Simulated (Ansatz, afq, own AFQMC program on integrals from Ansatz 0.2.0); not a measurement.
# Re⁺, septet in def2-TZVP, levels against full CI

A free Re cation.

Basis def2-TZVP with its core potentials. Only valence electrons are correlated. Integrals, coupled cluster, full CI and functionals: Ansatz 0.2.0; the random walks run on the same integrals in our own AFQMC program. The CISD trial takes its coefficients from CCSD amplitudes. Released means that phaseless walkers are propagated on without the constraint, phases kept. Uncertainties: one standard error, sampling alone. No spin–orbit coupling. The metal's outer-core s and p shells are frozen, which shifts wave-function levels against functionals.

Determinant: UHF, the one that the program's search chose, which needn't be the lowest solution.

Full CI on the same integrals is exact in this basis and with this determinant's frozen core.

Cautions: no spin-orbit coupling; outer-core shells of the metal frozen; the released energies have errors that jump between times, so the bars are unsure, so no released level is given (meV from the phaseless value at times in 1/Eh: -0.8 ± 0.3 at 0.60, 8 ± 9 at 1.20, -1.53 ± 0.19 at 2.00, -1.6 ± 0.3 at 3.00, -2.0 ± 0.3 at 4.20), though the last usable value meets full CI within the noise.

```
T1 diagnostic                               : 0.0046
weight of the determinant in the CISD state : 0.973
⟨S²⟩ of the determinant                     : 12.004
size of the correlated space                : 6 electrons in 36 orbitals
```

| level | correlation energy (eV) |
| --- | --- |
| MP2 | -1.5393 |
| CCSD | -1.7513 |
| CCSD(T) | -1.7624 |

Task: Estimate where full CI lies against CCSD(T) on the same integrals.

Result: 0.3 kJ/mol below CCSD(T).

Reference: full CI, correlation energy -1.765 eV.

```json
{"level": "CCSD(T)", "E − E(reference) (kJ/mol)": "0.3", "share of correlation (%)": "99.83"}
{"level": "CCSDT", "E − E(reference) (kJ/mol)": "0.1", "share of correlation (%)": "99.95"}
{"level": "CCSDT(Q)", "E − E(reference) (kJ/mol)": "0.0", "share of correlation (%)": "99.99"}
{"level": "CCSDTQ", "E − E(reference) (kJ/mol)": "0.0", "share of correlation (%)": "100.00"}
{"level": "ph-AFQMC/CISD", "E − E(reference) (kJ/mol)": "0.1 ± 0.04", "share of correlation (%)": "99.93"}
```

CCSDT and higher add their correlation energy to the determinant of the CCSD(T) run, since their own runs factorise the integrals more tightly (a shift of under 2 meV). A walk keeps the symmetry of its determinant, which the program's search chose and which needn't be the lowest solution, so a lower state of the same spin and another symmetry isn't excluded.
